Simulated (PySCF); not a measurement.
# OH+: bond curves at several levels of theory

The task here is to estimate one member of a computed series from the others.

The runs use PySCF 2.14.0; H aug-pcseg-1, O aug-pcseg-1, no relativity.

Set-up of the first run:

A driver script around PySCF takes these settings:

| Item | Value |
| --- | --- |
| atoms | H, O |
| charge | 1 |
| basis | H aug-pcseg-1, O aug-pcseg-1 |
| Hamiltonian | no relativity |
| basis functions | 32 |
| electrons treated | 8 |
| masses in u | 1.0078, 15.9949 |
| levels | PBE0, PBE, r²SCAN, BHandHLYP, PBEsol, revPBE, HF, MP2, SCS-MP2, CCSD, CCSD(T) |
| grid | 80 radial by 434 angular points |
| occupations | held fixed by the projection of orbital angular momentum |
| dissociation limit | H+ + O, each in its ground configuration |
| starting distance in angstrom | 1.020 |
| values of 2S to try | 0, 2 |

On the command line:

```console
> OMP_NUM_THREADS=1 python dia.py task.json out
```

Among the steps run: The job; First curve: PBE0; Other states along the same grid; PBE (GGA); r²SCAN (meta-GGA); BHandHLYP (global hybrid GGA); PBEsol (GGA); revPBE (GGA); UHF (mean field); Correlated methods on the Hartree–Fock reference.

One of the session's tables, all rows but one given; the rest of the session is left out.

It belongs to the step «Constants by level of theory». 

| level | Re (Å) | ωe (cm⁻¹) | De (eV) |
| --- | --- | --- | --- |
| UHF | ? | ? | ? |
| UHF-MP2 | 1.029 | 3158 | 5.15 |
| UHF-SCS-MP2 | 1.030 | 3152 | 5.20 |
| UHF-CCSD | 1.036 | 3079 | 5.22 |
| UHF-CCSD(T) | 1.037 | 3061 | 5.22 |
| PBE | 1.055 | 2893 | 5.08 |
| PBEsol | 1.059 | 2874 | 5.05 |
| revPBE | 1.053 | 2903 | 5.15 |
| r²SCAN | 1.042 | 3006 | 5.14 |
| PBE0 | 1.038 | 3053 | 5.10 |
| BHandHLYP | 1.029 | 3145 | 5.00 |

Q: Estimate the row for UHF from the others.

The run gave: Re (Å): 1.012; ωe (cm⁻¹): 3320; De (eV): 5.12. In the column «Re (Å)» it is the lowest.
